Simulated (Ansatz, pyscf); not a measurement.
`[O]=[SiH2]` + `[NH3]` -> `[OH][SiH]` [singlet] + `[NH3]`, a concerted two-bond exchange on the singlet surface: H–Si, H–N broken, H–O, H–N formed. Structures and frequencies: ωB97X-D3(BJ)/def2-SVP in PySCF. Wave-function energies: Ansatz (a quantum-chemistry and plane-wave program), frozen core, RHF or UHF references. In kJ/mol, from the separated reactants.

```json
[
 {"level": "PBE0-D3(BJ)/def2-TZVP", "barrier": "81.76", "reaction energy": "-6.18"},
 {"level": "M06-2X/def2-TZVP", "barrier": "101.99", "reaction energy": "-15.54"},
 {"level": "CCSD(T)/cc-pV(D+d)Z", "barrier": "112.87", "reaction energy": "-8.00"},
 {"level": "CCSDT(Q)/cc-pV(D+d)Z", "barrier": "111.83", "reaction energy": "-6.32"},
 {"level": "CCSD(T)/cc-pV(T+d)Z", "barrier": "111.89", "reaction energy": "-6.47"},
 {"level": "CCSD(T)/cc-pV(Q+d)Z", "barrier": "112.38", "reaction energy": "-3.78"}
]
```

In cc-pV(D+d)Z, going from CCSD(T) to CCSDT(Q) shifts the barrier by -1.04 and the reaction energy by +1.68 kJ/mol. With HF in the quadruple-zeta basis and the correlation energy extrapolated as X⁻³ from X = 3, 4, CCSD(T) gives 111.37 and -2.79; adding the double-zeta shift gives ΔE‡ = 110.33 and ΔE = -1.11 kJ/mol, without core correlation, relativity or geometry relaxation at these levels. On the reactant side the descent ends in a complex, 22.00 kJ/mol under the separated species and 128.11 kJ/mol under the saddle at ωB97X-D3(BJ)/def2-TZVP. On the product side the descent ends in a bound adduct, 42.83 kJ/mol under the separated species and 149.54 kJ/mol under the saddle at ωB97X-D3(BJ)/def2-TZVP. The reactants may also form a dative adduct at O=SiH₂; it and routes through it were not searched. The same reactants have a lower exit, to H₂N–SiH₂–OH (barrier -82.04 kJ/mol at ωB97M-D3(BJ)/def2-TZVP, against +103.56 kJ/mol here). This is the saddle that the search found; another between the same sides may lie lower.
